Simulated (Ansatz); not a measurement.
Reaction: C3H5 (SMILES C=[C]C, doublet) → C3H5 (SMILES [CH]1CC1, doublet)
Each species at its own B3LYP-D3(BJ)/def2-TZVP minimum (Ansatz, an electronic-structure program).

Total energies in hartree (Ansatz). Radicals and triplets start from unrestricted determinants; spin-orbit coupling is neglected. Correlated methods leave the cores frozen. No relativity. The UHF reference of C3H5 (C=[C]C, doublet) is spin-contaminated (<S^2> up to 0.16 over the pure value in the sets run).

```csv
species,HF/cc-pVTZ,CCSD(T)/cc-pVTZ,HF/cc-pVQZ,CCSD(T)/cc-pVQZ,CCSD(T)/cc-pVDZ,CCSDT(Q)/cc-pVDZ
"1: C3H5 (SMILES C[C]=C, doublet)",-116.47640,-117.00030,-116.48391,-117.03389,-116.88025,-116.88255
"2: C3H5 (SMILES C1[CH]C1, doublet)",-116.45667,-116.98652,-116.46408,-117.02016,-116.86558,-116.86718
```

Q: Work out the isomerisation energy (electronic) in kcal/mol: take Hartree-Fock from cc-pVQZ, extrapolate the CCSD(T) correlation energy as X^-3 (X = 3, 4), and add CCSDT(Q) - CCSD(T) in cc-pVDZ. 1 hartree = 627.51 kcal/mol.

A: 
Species 1: correlation (64·(-0.54998) - 27·(-0.52390))/37 = -0.56901; step -0.00230; E1 = -116.48391 + (-0.56901) + (-0.00230) = -117.05522
Species 2: correlation (64·(-0.55608) - 27·(-0.52985))/37 = -0.57522; step -0.00160; E2 = -116.46408 + (-0.57522) + (-0.00160) = -117.04090
-1·E1 +1·E2 = 0.01432 hartree = 9.0 kcal/mol.
